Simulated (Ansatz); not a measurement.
# CHAlP+ (quintet): the correlation ladder, cc-pVDZ

The task here is to estimate one member of a computed series from the others.

The runs use Ansatz 0.2.0, Gaussian basis; cc-pVDZ, core rule «outside noble gas», up to 11 orbitals frozen.

To be run: UHF; CCSD(T) on ROHF; CCSD(T) on UHF; BCCD(T) on ROHF; CISD; CCSDT(Q) on ROHF; CCSDT(Q) on UHF.

26 further runs of the same task are left out: 13 that didn't finish, 13 set aside as unsound or not needed.

## The system

The geometry is a PBE0/def2-TZVP stationary point (not a proven minimum) of the parent state, kept for this charge and spin.

4 atoms, charge 1, spin multiplicity 5.

Atoms are counted from 1 here; the program's logs count them from 0.

Bond lengths: C1–Al2 1.897 Å, Al2–P3 2.151 Å, P3–H4 1.441 Å. Angles: C1–Al2–P3 179.8°, Al2–P3–H4 79.7°.

Geometry (Å):

```xyz
4
CHAlP
C     0.0000    0.0400    2.5412
Al    0.0000   -0.0079    0.6448
P     0.0000   -0.0532   -1.5055
H     0.0000    1.3698   -1.2774
```

Set-up of the first run:

in.yaml reads:

```yaml
crystal:
  periodic: [false, false, false]
  atoms:
    - {symbol: C, position_ang: [0.000000, 0.039970, 2.541179]}
    - {symbol: Al, position_ang: [0.000000, -0.007874, 0.644798]}
    - {symbol: P, position_ang: [0.000000, -0.053217, -1.505512]}
    - {symbol: H, position_ang: [0.000000, 1.369829, -1.277445]}
basis:
  gaussian: {orbitals: cc-pVDZ}
total_charge: 1
magnetization: {spin_polarized: true, initial_magnetization: 4}
hamiltonian: {xc: hf}
output: {orbitals: {seedname: orbitals}}
```

On the command line:

```bash
ansatz run in.yaml --threads 1 --pin off --events-out ev --progress --plain --max-ram 2393MiB
```

Among the steps run: UHF; CCSD(T) on ROHF; CCSD(T) on UHF; BCCD(T) on ROHF; CISD; CCSDT(Q) on ROHF; CCSDT(Q) on UHF.

One table of the session follows, with a row left open; its other results are not shown here.

```
   method  from UCCSDT(Q) (kJ/mol)
     ROHF                   +642.2
      UHF                   +629.0
     RMP2                   +134.5
     UMP2                   +136.0
     CISD                        ?
    RCCSD                    +26.9
    UCCSD                    +26.4
 RCCSD(T)                     +6.2
 UCCSD(T)                     +6.1
  BCCD(T)                     +6.0
   RCCSDT                     +1.6
   UCCSDT                     +1.4
RCCSDT(Q)                     +0.2
UCCSDT(Q)                        0
```

Estimate the missing values for CISD.

As computed: from UCCSDT(Q) (kJ/mol): +77.7. In the column «from UCCSDT(Q) (kJ/mol)» it lies between RCCSD (+26.9) and RMP2 (+134.5).

Caveats from the session: Restricted and unrestricted rows rest on different reference determinants; where their highest levels disagree by more than a few hundredths of an eV, they describe different states and don't form one ladder.
